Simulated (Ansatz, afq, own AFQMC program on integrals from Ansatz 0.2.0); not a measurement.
## HfCl4, singlet in def2-SVP, levels against AFQMC with the constraint released

```xyz
5

Hf   -0.0331    0.0331    0.0330
Cl    1.3047    1.3737    1.3720
Cl   -1.3742   -1.3039    1.3722
Cl   -1.3703    1.3708   -1.3095
Cl    1.6065   -1.6074   -1.6008
```

Connectivity, by distances: Cl–Hf(–Cl)(–Cl)–Cl.

Basis def2-SVP with its core potentials. Noble-gas cores (and the filled d shells of Ga–Kr and In–Xe) are frozen. AFQMC by an in-house program on the Cholesky factors that Ansatz 0.2.0 writes for its CCSD(T) run. The CISD trial takes its coefficients from CCSD amplitudes. Released means that phaseless walkers are propagated on without the constraint, phases kept. Uncertainties: one standard error, sampling alone. No spin–orbit coupling. The metal's outer-core s and p shells are frozen, which shifts wave-function levels against functionals.

Determinant: RHF, the one that the program's search chose, which needn't be the lowest solution. The geometry is a point of a scan.

No full CI on the walks' own integrals is used here. The released AFQMC energy serves as the reference, which it does only where one determinant dominates, the energy is flat over the last release times and near the phaseless one (40 meV or 2 meV an electron, half that with transition metals). On small molecules, where full CI could be run and the noise was under 10 meV, such values lay within 10 meV of it in 19 cases of 20, a flattering rate, since the rule was set on those same cases; what remains of the bias isn't in the error bar.

Cautions: no spin-orbit coupling; outer-core shells of the metal frozen; higher spins were not checked; the released value is read at 0.80 1/Eh with a noise of 13 meV, more than in the cases checked, later times being too noisy (meV from the phaseless value at times in 1/Eh: -11 ± 10 at 0.24, -1 ± 9 at 0.48, -10 ± 13 at 0.80, -3 ± 17 at 1.20); released reference can be 30 meV off for metals.

```
T1 diagnostic                               : 0.0170
weight of the determinant in the CISD state : 0.773
size of the correlated space                : 32 electrons in 80 orbitals
```

Reference: AFQMC with the constraint released, correlation energy -18.603 ± 0.013 eV.

```csv
level,E − E(reference) (mEh),share of correlation (%)
HF,683.63 ± 0.49,0.00
MP2,63.25 ± 0.49,90.75
CCSD,23.07 ± 0.49,96.63
CCSD(T),3.12 ± 0.49,99.54
ph-AFQMC/CISD,0.38 ± 0.55,99.94
```

A walk keeps the symmetry of its determinant, which the program's search chose and which needn't be the lowest solution, so a lower state of the same spin and another symmetry isn't excluded. Released energies are given only where the last usable release times agree within the noise; a slower fall can still hide under it.
